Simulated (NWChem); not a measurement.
System: CS; SMILES [C-]#[S+]

Here is an NWChem input.

```
start job
memory heap 200 mb stack 900 mb global 1100 mb
geometry units angstroms noautosym nocenter noautoz
  C      0.000000     0.000000    -1.110357
  S      0.000000     0.000000     0.418932
end
basis spherical
  C library def2-svp
  S library def2-svp
end
dft
  xc xcamb88 1.00 lyp 0.81 vwn_5 0.19 hfexch 1.00
  cam 0.33 cam_alpha 0.19 cam_beta 0.46
  iterations 150
end
tddft
  nroots 6
  notriplet
end
task tddft energy
```

All runs use the structure optimised with PBE0-D3(BJ)/def2-TZVP.

Vertical excitations in the gas phase.

What results follow from this input? (CAM-B3LYP/def2-SVP, full TDDFT.) Quantities: lowest excitation, singlet (eV); oscillator strength of that lowest state; orbital gap (eV).

The lowest excitation, singlet (eV) is 4.96. The oscillator strength of that lowest state is 0.012 and the orbital gap (eV) comes out as 9.42.
